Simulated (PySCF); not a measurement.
## Two probes of the same atoms: core binding energy and nuclear shielding

Compound: C3H6OS.
Geometry (PBE0-D3(BJ)/def2-SVP, Å), atoms numbered from 1 in this order:
```xyz
11
C3H6OS angstrom
C     -1.7512    0.0565   -0.2221
C     -0.3849   -0.0497    0.3704
S     -0.0723    0.1385    1.9575
C      0.7325   -0.3252   -0.5964
O      2.0003   -0.3089   -0.0661
H     -1.8911   -0.6646   -1.0433
H     -1.8747    1.0643   -0.6557
H     -2.5288   -0.0831    0.5385
H      0.6317    0.4095   -1.4244
H      0.4902   -1.3091   -1.0591
H      1.8858   -0.1889    0.8967
```

Binding energies: PySCF 2.14.0, delta-SCF UKS SCAN, pcX-2 on the ionised atom, pcseg-1 elsewhere, spin-free X2C. Shieldings: GIAO PBE/pcSseg-2, non-relativistic, same geometry.

```csv
atom,isotropic shielding (ppm)
C1,142.2
C2,-92.0
C4,94.6
```

Q: What are the C 1s binding energies of these atoms?

A: 
```
atom             environment  C 1s (eV)  isotropic shielding (ppm)
  C1           methyl carbon     291.54                      142.2
  C2     thiocarbonyl carbon     292.32                      -92.0
  C4  carbinol carbon (C–OH)     292.71                       94.6
```

Q: Among the listed atoms, is the one with the highest binding energy also the least shielded?

A: No. The highest binding energy is at C4 (292.71 eV, shielding 94.6 ppm), the lowest shielding at C2 (-92.0 ppm, 292.32 eV).

By binding energy: C1 < C2 < C4. By shielding: C2 < C4 < C1.

Spin contamination (⟨S²⟩ against 0.75 for a pure doublet) is marked for C 1s of C2 (0.93), which makes this value less certain. Geometry: PBE0-D3(BJ)/def2-SVP, one conformer, isolated molecule.
